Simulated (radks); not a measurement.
# P⁴⁺ in [He] 2s1 2p6 3s1 3p1: an all-electron calculation

What are the levels of the phosphorus ion P4+, how large are its shells, and how does its energy divide?

The numbers are computed with radks (a radial shooting solver on a logarithmic mesh, Libxc functionals) version 1 (Dirac Kohn-Sham, LDA (Slater exchange, Perdew-Wang correlation), spin-unpolarised, spherical densities, finite nucleus; open shells are shared between the two j in proportion to 2j + 1), except any that are marked as measured or tabulated.

## 1. The system

* element: phosphorus (Z = 15)
* charge: +4
* electrons: 11
* configuration: [He] 2s1 2p6 3s1 3p1
* nuclear rms radius: 3.1889 fm

The outer shells:

P⁴⁺
```
[He] core
2s [↑ ]
2p [↑↓][↑↓][↑↓]
3s [↑ ]
3p [↑ ][  ][  ]
```

## 2. The run

Input:

```text
Z 15
configuration [He] 2s1 2p6 3s1 3p1
relativity Dirac
functional lda,pw
spin unpolarised
j_filling average
nucleus finite rms 3.1889 fm
c 137.035999084
```

Started as:

```console
$ python run_ks.py task.json out
```

This one command runs every case of the session in turn.

**Question.** What will this run give?

The runs gave:

```
                        quantity                   value
                    total energy      -329.75025 hartree
exchange-correlation share of it                  5.90 %
                            −T/E                  1.0030
          highest occupied level       3p3/2, -52.846 eV
    most extended occupied level  3p3/2, <r> = 1.61 bohr
 radius at density 0.001 e/bohr³               2.95 bohr
    maxima of the radial density                       2
```

What this shows: The radial density shows 2 maxima for 3 occupied principal shells; where shells overlap, one shows as a shoulder or not at all. −T/E is 1.003: with relativity the kinetic term as defined here no longer equals −E. This is not the tabulated ground configuration, so its levels and sizes aren't those of the ground state, and no measured value stands beside it.
